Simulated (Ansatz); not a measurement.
`C#CC(C)F` → `C#CC` + `[CH]F` at 600 K and 1 bar (formal loss of a carbene).

Calculated with Ansatz (gas phase, PBE0-D4/def2-TZVP geometries, no zero-point term in ΔE). CBS: MP2 limit from def2 TZ/QZ plus the TZ coupled-cluster correction, frozen cores. This one scheme is used for every species.

```csv
species,CCSD(T)/CBS energy (Eh),H − E (kJ/mol),S (J/(mol·K))
`C#CC(C)F`,-254.93656,254.8,386.2
`C#CC`,-116.49627,182.1,298.5
`[CH]F`,-138.29972,54.0,249.2
```

H − E and S are ideal-gas, rigid-rotor, harmonic terms from PBE0-D4/def2-TZVP, for one conformer and one mirror image of each species. 1 Eh = 2625.50 kJ/mol, R = 8.31446 J/(mol·K).

**Question.** By hand: ΔE, ΔH, ΔS and ΔG.

**Answer.** ΔE = (-116.49627) + (-138.29972) − (-254.93656) = 0.14057 Eh = 369.1 kJ/mol. Δ(H − E) = 182.1 + 54.0 − 254.8 = -18.7, so ΔH = 350.4 kJ/mol. ΔS = 298.5 + 249.2 − 386.2 = 161.5 J/(mol·K). ΔG = 350.4 − 600 × (161.5)/1000 = 253.5 kJ/mol.

**Question.** By hand: the equilibrium constant, and the temperature at which ΔG would vanish if ΔH and ΔS stayed fixed.

**Answer.** log₁₀ K = −ΔG/(RT ln 10) = -22.1. ΔG = 0 at ΔH/ΔS = 2170 K.

The number of gas molecules changes by +1, which sets the sign of ΔS. A doubt of 5 kJ/mol in ΔE shifts log₁₀ K by 0.4 here. Other conformers and mirror images would add mixing entropy, several J/(mol·K) or more a flexible species. These are equilibria of isolated gas molecules and say nothing of rates. Largest T1 diagnostic: 0.018 (customary marks: 0.02 for closed shells, 0.045 for open ones).
